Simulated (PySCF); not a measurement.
Energy of B (boron, neutral) between two integer charges

The 2p alpha orbital of [He] 2s2 2p1 is emptied in steps (occupation f), with all orbitals relaxed, ending at [He] 2s2. All numbers are calculated (PySCF 2.14, the spin-free X2C one-electron Hamiltonian (Gaussian nucleus), in aug-cc-pVTZ-DK (5s4p3d2f, 46 functions)). The exact energy is a straight line in f; departures are measured from the line between the end points of the same method.

```json
{"f": "1", "UHF (eV)": "0.000", "LDA (eV)": "0.000", "PBE (eV)": "0.000", "PBE0 (eV)": "0.000", "r2SCAN (eV)": "0.000", "LC-wPBE (eV)": "0.000", "BHandHLYP (eV)": "0.000", "wB97X (eV)": "0.000", "MN15 (eV)": "0.000", "r2SCAN0 (eV)": "0.000"}
{"f": "0.9", "UHF (eV)": "0.056", "LDA (eV)": "-0.411", "PBE (eV)": "-0.408", "PBE0 (eV)": "-0.296", "r2SCAN (eV)": "-0.377", "LC-wPBE (eV)": "-0.049", "BHandHLYP (eV)": "-0.186", "wB97X (eV)": "-0.071", "MN15 (eV)": "-0.240", "r2SCAN0 (eV)": "-0.272"}
{"f": "0.7", "UHF (eV)": "0.125", "LDA (eV)": "-0.975", "PBE (eV)": "-0.965", "PBE0 (eV)": "-0.695", "r2SCAN (eV)": "-0.883", "LC-wPBE (eV)": "-0.115", "BHandHLYP (eV)": "-0.436", "wB97X (eV)": "-0.167", "MN15 (eV)": "-0.566", "r2SCAN0 (eV)": "-0.635"}
{"f": "0.5", "UHF (eV)": "0.144", "LDA (eV)": "-1.176", "PBE (eV)": "-1.161", "PBE0 (eV)": "-0.832", "r2SCAN (eV)": "-1.053", "LC-wPBE (eV)": "-0.136", "BHandHLYP (eV)": "-0.520", "wB97X (eV)": "-0.199", "MN15 (eV)": "-0.681", "r2SCAN0 (eV)": "-0.754"}
{"f": "0.3", "UHF (eV)": "0.117", "LDA (eV)": "-0.999", "PBE (eV)": "-0.982", "PBE0 (eV)": "-0.700", "r2SCAN (eV)": "-0.884", "LC-wPBE (eV)": "-0.113", "BHandHLYP (eV)": "-0.436", "wB97X (eV)": "-0.166", "MN15 (eV)": "-0.580", "r2SCAN0 (eV)": "-0.631"}
{"f": "0.1", "UHF (eV)": "0.049", "LDA (eV)": "-0.431", "PBE (eV)": "-0.422", "PBE0 (eV)": "-0.299", "r2SCAN (eV)": "-0.377", "LC-wPBE (eV)": "-0.047", "BHandHLYP (eV)": "-0.186", "wB97X (eV)": "-0.070", "MN15 (eV)": "-0.253", "r2SCAN0 (eV)": "-0.268"}
{"f": "0", "UHF (eV)": "0.000", "LDA (eV)": "0.000", "PBE (eV)": "0.000", "PBE0 (eV)": "0.000", "r2SCAN (eV)": "0.000", "LC-wPBE (eV)": "0.000", "BHandHLYP (eV)": "0.000", "wB97X (eV)": "0.000", "MN15 (eV)": "0.000", "r2SCAN0 (eV)": "0.000"}
```

Task: For wB97X, how does the orbital energy at f = 1 compare with the removal energy?

Result: −ε = 7.718 eV against a total-energy difference of 8.504 eV. By Janak's theorem ε = ∂E/∂f, so the gap between them reflects the curvature. Along the path −ε is 7.869 (f = 0.9), 8.183 (f = 0.7), 8.507 (f = 0.5), 8.830 (f = 0.3), 9.135 (f = 0.1) eV.

```csv
method,E(f=0) − E(f=1) (eV),−ε at f=1 (eV),−ε at f=0.5 (eV)
UHF,8.035,8.664,8.011
LDA,8.639,4.111,8.568
PBE,8.668,4.170,8.616
PBE0,8.642,5.373,8.626
r2SCAN,8.763,4.585,8.757
LC-wPBE,8.763,8.218,8.770
BHandHLYP,8.566,6.501,8.565
wB97X,8.504,7.718,8.507
MN15,8.206,5.554,8.167
r2SCAN0,8.735,5.708,8.746
```

Reference removal energy between the ground levels: 8.298 eV (measured; NIST Atomic Spectra Database, ionization energies). The calculation has no spin-orbit coupling. UHF lacks correlation.
